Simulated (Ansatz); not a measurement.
# ClH6NSi: the cost of one run

Program: Ansatz 0.2.0, Gaussian basis. Level of theory: PBE0-D4/def2-SVP. These are calculated values, not measurements.

23 further runs of the same task are left out: 1 that didn't finish, 22 set aside as unsound or not needed.

**1. The starting structure**

The first end: 9 atoms, charge 0, spin multiplicity 1.

Atoms are counted from 1 here; the program's logs count them from 0.

Bond lengths: Si1–Cl2 2.073 Å, Si1–H3 1.478 Å, Si1–H4 1.478 Å, Si1–N5 1.700 Å, N5–H8 1.008 Å, N5–H9 1.008 Å, H6–H7 0.747 Å. Angles: Cl2–Si1–H3 105.7°, Cl2–Si1–H4 105.7°, Cl2–Si1–N5 115.1°, H3–Si1–H4 113.4°, H3–Si1–N5 108.5°, H4–Si1–N5 108.5°, Si1–N5–H8 120.4°, Si1–N5–H9 120.4°, H8–N5–H9 111.1°.

Coordinates:

```xyz
9

Si   -1.26774   -0.36442   -0.17602
Cl   -0.12046   -1.72558   -1.23890
H    -2.13615    0.29383   -1.17443
H    -2.01654   -1.16142    0.81813
N    -0.38548    0.83402    0.64629
H     2.54606   -0.19845   -0.33848
H     3.18434    0.13915   -0.14687
H     0.13832    0.60211    1.47515
H     0.05765    1.58076    0.13523
```

The second end:

```xyz
9
ClH6NSi
Si   -0.4280    0.1305    0.1286
Cl    1.2185   -2.8226   -2.1652
H    -1.1905    0.4569   -1.1010
H    -1.0509   -0.9893    0.8752
N    -0.3919    1.5133    1.1380
H     1.1802   -1.7881   -1.3981
H     0.9200   -0.3593   -0.3251
H    -0.0813    1.4395    2.0929
H    -0.1761    2.4190    0.7548
```

**2. The band at PBE0-D4/def2-SVP**

File neb/in.yaml:

```yaml
crystal:
  periodic: [false, false, false]
  atoms:
    - {symbol: Si, position_ang: [-1.267745, -0.364417, -0.176023]}
    - {symbol: Cl, position_ang: [-0.120462, -1.725583, -1.238897]}
    - {symbol: H, position_ang: [-2.136151, 0.293827, -1.174435]}
    - {symbol: H, position_ang: [-2.016539, -1.161416, 0.818126]}
    - {symbol: N, position_ang: [-0.385475, 0.834017, 0.646287]}
    - {symbol: H, position_ang: [2.546057, -0.198447, -0.338475]}
    - {symbol: H, position_ang: [3.184344, 0.139151, -0.146867]}
    - {symbol: H, position_ang: [0.138324, 0.602108, 1.475152]}
    - {symbol: H, position_ang: [0.057649, 1.580760, 0.135231]}
basis:
  gaussian: {orbitals: def2-SVP}
hamiltonian: {xc: pbe0, dispersion: d4}
neb:
  images: 5
  climbing: true
  max_iterations: 40
  initial_path: idpp
  final_atoms:
    - {symbol: Si, position_ang: [-0.427980, 0.130545, 0.128554]}
    - {symbol: Cl, position_ang: [1.218496, -2.822620, -2.165156]}
    - {symbol: H, position_ang: [-1.190481, 0.456857, -1.100961]}
    - {symbol: H, position_ang: [-1.050885, -0.989349, 0.875165]}
    - {symbol: N, position_ang: [-0.391929, 1.513339, 1.138010]}
    - {symbol: H, position_ang: [1.180153, -1.788059, -1.398104]}
    - {symbol: H, position_ang: [0.919974, -0.359268, -0.325076]}
    - {symbol: H, position_ang: [-0.081281, 1.439521, 2.092908]}
    - {symbol: H, position_ang: [-0.176067, 2.419032, 0.754759]}
```

Started as:

```
$ ansatz run in.yaml --threads 2 --pin off --events-out ev --progress --plain --max-ram 4352MiB
```

**Question.** How long does this run take on 2 threads of Arm Neoverse V1, shared host?

About 2.2 min.
